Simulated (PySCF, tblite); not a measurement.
**C4H5NO: infrared bands, NMR shifts and spin-spin couplings**

Aim: predict the infrared bands, NMR shifts and spin-spin couplings of C4H5NO (`C=COCC#N`).

The runs use tblite 0.8.0 and PySCF 2.14.0, with density-fitted response routines of our own; the level of theory stands in each step. All values are computed, except where a source is named. Atoms count from 0, in the outputs and in this text.

## (1) Starting geometry

11 atoms, charge 0, multiplicity 1; geometry from: GFN2-xTB.

Bonds of the start (Å): C0–C1 1.32, C1–O2 1.36, O2–C3 1.41, C3–C4 1.45, C4–N5 1.14, C0–H6 1.07, C0–H7 1.08, C1–H8 1.08, C3–H9 1.10, C3–H10 1.10.

## (2) Harmonic vibrations with GFN2-xTB

Job settings and geometry (Å):

```
{"job": {"kind": "ir", "xc": "GFN2-xTB", "basis": "xTB"}, "charge": 0, "multiplicity": 1}
C     -1.834426     0.235871     0.089319
C     -1.073593    -0.727285    -0.403222
O      0.279458    -0.812350    -0.423595
C      0.997381     0.259831     0.151617
C      2.417521    -0.003565     0.037648
N      3.539478    -0.196614    -0.044136
H     -2.902739     0.153994     0.027257
H     -1.450926     1.122179     0.562766
H     -1.487782    -1.607743    -0.874507
H      0.747099     0.372845     1.219013
H      0.773951     1.205508    -0.368123
```

**Question.** This job is followed by: GIAO PBE0/pcSseg-1 NMR shielding, non-relativistic, gas phase; B3LYP/pcJ-1 indirect spin-spin coupling, non-relativistic, gas phase. Predict these results of the whole session: strongest single infrared mode (GFN2-xTB); zero-point energy (GFN2-xTB); 13C shifts against TMS (PBE0/pcSseg-1); 1H shifts against TMS (PBE0/pcSseg-1, means over atoms taken as alike); 17O shifts against H2O (PBE0/pcSseg-1); 15N shifts against NH3 (PBE0/pcSseg-1); largest coupling of the table (B3LYP/pcJ-1).

**Answer**, as computed:

| quantity | value |
| --- | --- |
| strongest single infrared mode (GFN2-xTB) | 1709 cm⁻¹, 196 km/mol |
| zero-point energy (GFN2-xTB) | 50.8 kcal/mol |
| 13C shifts against TMS (PBE0/pcSseg-1) | 159.3, 119.3, 88.4, 53.2 ppm |
| 1H shifts against TMS (PBE0/pcSseg-1, means over atoms taken as alike) | 6.80, 4.34, 4.29, 3.97 ppm |
| 17O shifts against H2O (PBE0/pcSseg-1) | 124.5 ppm |
| 15N shifts against NH3 (PBE0/pcSseg-1) | 313.7 ppm |
| largest coupling of the table (B3LYP/pcJ-1) | 1J(C,H) C1–H8, 193.1 Hz |

**Reading.** No mode is imaginary among the 27: a minimum at this level. The strongest single mode, at 1709 cm⁻¹, moves mainly C1 and C0. Unscaled tight-binding wavenumbers are off by several per cent, some by more. Its intensities can rank the bands wrongly. C1 (alkene carbon bearing oxygen) lies farthest downfield among carbon, at 159.3 ppm; an sp2 carbon further deshielded by the attached heteroatom. H8 (hydrogen on an alkene carbon bearing oxygen) lies farthest downfield among hydrogen, at 6.80 ppm; attached to an sp2 carbon and in the plane of the double bond. At PBE0/pcSseg-1: The largest span, 509 ppm, is at N5, where the paramagnetic term is -385 ppm. In the run at B3LYP/pcJ-1, the largest coupling of the table is C1–H8, 193.1 Hz, of which the Fermi-contact term gives 192.3 Hz. Couplings across rotatable bonds belong to this one conformer; where others are populated, the observed values are averages.
